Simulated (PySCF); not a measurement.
## Two-dimensional NMR puzzle

Compound of formula C₄H₈. Correlations simulated from computed shifts and couplings:

HSQC (one-bond C–H):
| δH | δC | ¹J(C,H) (Hz) |
| --- | --- | --- |
| 1.09 | 21.8 | 131 |
| 0.67 | 8.2 | 164 |
| 0.43 | 7.2 | 165 |
| -0.07 | 7.2 | 165 |

COSY cross peaks (|J| ≥ 2 Hz):
| δH | δH | abs. J (Hz) | bonds |
| --- | --- | --- | --- |
| 1.09 | 0.67 | 6.3 | 3 |
| 0.67 | 0.43 | 9.0 | 3 |
| 0.67 | -0.07 | 5.3 | 3 |
| 0.43 | -0.07 | 6.1 | 3 |

HMBC (two and three bonds, |J| ≥ 2.5 Hz):
| δH | δC [abs. J in Hz] |
| --- | --- |
| 1.09 | 8.2 [4.7], 7.2 [4.9] |
| 0.43 | 21.8 [3.0] |
| -0.07 | 21.8 [6.4] |

Equivalent nuclei averaged, single conformer, isolated molecule, no relativistic terms. Couplings computed with B3LYP/pcJ-1 (without the spin–dipole term); GIAO PBE0/pcSseg-1 shieldings; geometry: GFN2-xTB; PySCF.

Scale: ¹H (σref 31.72) and ¹³C (σref 186.93) against TMS (reference shieldings calculated alike).

Exchangeable hydrogens are left out of these lists, and C,H couplings along chains are those of one rotamer, so weak HMBC peaks may be missing or extra.

Problem. Which molecule is this?

Solution. methylcyclopropane (CC1CC1).

Atom-mapped SMILES (the numbers label the heavy atoms): `[CH3:1][CH:2]1[CH2:3][CH2:4]1` (H(Xn): hydrogen on atom n). Ha(C3), Ha(C4) are cis to C1 on the ring; Hb(C3), Hb(C4) are trans to C1 on the ring.

- δC 21.8 is C1, a methyl carbon (δH 1.09).
- δC 8.2 is C2, a three-membered-ring carbon (δH 0.67).
- δC 7.2 is C3/C4, a three-membered-ring carbon (δH 0.43, -0.07).
- COSY links 1.09–0.67, 0.67–0.43, 0.67–-0.07, 0.43–-0.07.

Unscaled 3J(H,H) at this level run about 10 % above measured values. Shifts are as computed. Against solution values, carbons near 30 ppm lie about +3 ppm off and those near 130 ppm about +5 ppm. Of 1211 compounds with measured shifts, 218 miss one by over three times the rms of a fit or turn the order of signals round; such compounds aren't used in these exercises.
